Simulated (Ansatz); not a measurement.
The first iterations of a band of CH2Cl2 + HO (7 atoms, charge 0, multiplicity 2).

Theory: UKS PBE0-D4/def2-SVP (Ansatz).

```
movable images  : 5
climbing image  : yes
spring          : 5.0 eV/Å²
optimiser       : quadratic models (default)
start path      : through a guess of the saddle point
force threshold : 0.05 eV/Å
iteration limit : 60
end points      : relaxed
```

Initial state:

```xyz
7
Properties=species:S:1:pos:R:3
H 0.298 0.275 -0.671
C 0.699 -0.501 -0.009
Cl 0.567 -2.068 -0.801
Cl -0.245 -0.403 1.501
O -1.511 1.770 -0.548
H 1.749 -0.322 0.246
H -1.556 1.249 0.282
```

Final state:

```xyz
7
Properties=species:S:1:pos:R:3
H -1.242 1.456 -1.070
C 0.569 -1.113 0.092
Cl 1.851 -2.226 0.108
Cl -0.508 -1.070 1.425
O -0.524 1.717 -0.483
H 0.677 -0.170 -0.452
H -0.822 1.406 0.380
```

| iteration | highest image above the first end (eV) | largest band force component (eV/Å) |
| --- | --- | --- |
| 1 | 11.472 | 81.194 |
| 2 | 1.626 | 20.522 |
| 3 | 0.166 | 10.689 |
| 4 | 0.183 | 2.520 |

**Question.** Does the band converge within its limit, and where does its top end?

**Answer.** It converged. It ended after 14 iterations with the highest image 0.153 eV above the first end. A vibrational analysis at the climbing image gives one clearly imaginary mode, 213i cm⁻¹: a first-order saddle point.

Time of the run: 3.2 min on 2 threads of AMD EPYC 7B13 (Zen 3), with other jobs on the host, peak memory 0.26 GiB.
